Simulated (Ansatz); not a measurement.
## Ansatz (development build ahead of 0.2.0) run

```yaml
crystal:
  periodic: [false, false, false]
  atoms:
    - { symbol: Mg, position_ang: [0.0, 0.0, 0.0] }
    - { symbol: O, position_ang: [0.0, 0.0, 2.05] }
    - { symbol: H, position_ang: [0.775, 0.0, 2.625] }
    - { symbol: H, position_ang: [-0.775, 0.0, 2.625] }
basis:
  gaussian: { orbitals: def2-SVP }
total_charge: 1
magnetization:
  spin_polarized: true
  initial_magnetization: 1
hamiltonian:
  xc: pbe0
scf:
  omitted_lower_state_checks: [starts, atomic_configurations, cluster_reference, orbital_swaps, given_window_search, neighbouring_geometries, increment]
output:
  forces: true
```

The input is written out in the form of the current development build from the run's settings.

The run gave:

* Converged: yes
* Total energy: -275.95421 hartree
* Spin squared of the determinant: 0.750
* Stability test: minimum

Forces (eV/Å):
```csv
atom,Fx,Fy,Fz
Mg1,0.000,0.000,-0.059
O2,0.000,0.000,-0.412
H3,0.254,0.000,0.236
H4,-0.254,0.000,0.236
```
